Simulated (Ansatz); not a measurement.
## Hydrogen abstraction

Start structure (SiH5O2, doublet), relaxed at PBE0-D4/def2-TZVP:

H1  (-0.423, -0.772, -0.229)
O2  (0.201, -0.219, -0.715)
Si3  (0.774, 1.135, 0.012)
O4  (-1.663, -2.073, 0.470)
H5  (-0.317, 2.089, 0.359)
H6  (1.518, 0.826, 1.266)
H7  (1.695, 1.777, -0.957)
H8  (-1.785, -2.763, -0.207)
(Å)

The step: SiH₄O ([OH][SiH3]) + OH → SiH₃O ([O][SiH3]) + H₂O; bonds formed: H1–O4; bonds broken: H1–O2. Program: Ansatz 0.2.0. Basis: def2-TZVPP and def2-QZVPP. Cores are frozen in the correlated methods; orbitals are unrestricted. Extrapolation: Hartree–Fock as exp(−7.88 √X), correlation as X^−2.97. Energies below are by CCSD(T) at an estimated basis limit (MP2 extrapolated from triple and quadruple zeta, plus CCSD(T) − MP2 in triple zeta).

What are the electronic barrier and the energy of the step, from the start structure to the end structure? (To be estimated.)

Computed: Barrier 0.552 eV; step energy 0.005 eV (uphill); reverse barrier, their difference, 0.547 eV. Barrier and step energy count from the start structure, the reverse barrier from the end structure.

The saddle point: One imaginary mode of 1474i cm⁻¹.
```tsv
pair	start (Å)	saddle (Å)	end (Å)
H1–O4	1.93	1.18	0.96
H1–O2	0.97	1.14	2.47
```

Zero-point energy (harmonic, PBE0-D4): ZPE is 1.326 eV at the start and 1.238 eV at the saddle, so the barrier goes from 0.552 to 0.465 eV.

The T1 diagnostic stays at or below 0.031. ⟨S²⟩ of the unrestricted Hartree–Fock references: 0.76 to 0.79 (a pure state has 0.75).

Radical steps of this kind take place in plasma deposition and etching.

Labels in which every atom is bracketed show which atoms are joined, not bond orders.

For scale, one of the runs: CCSD(T)/def2-TZVPP, 174 basis functions (an equivalent command: `ansatz run in.yaml --threads 4`). Hardware: 4 CPU threads, shared host. Wall time 98 s; peak host memory 3.9 GiB.
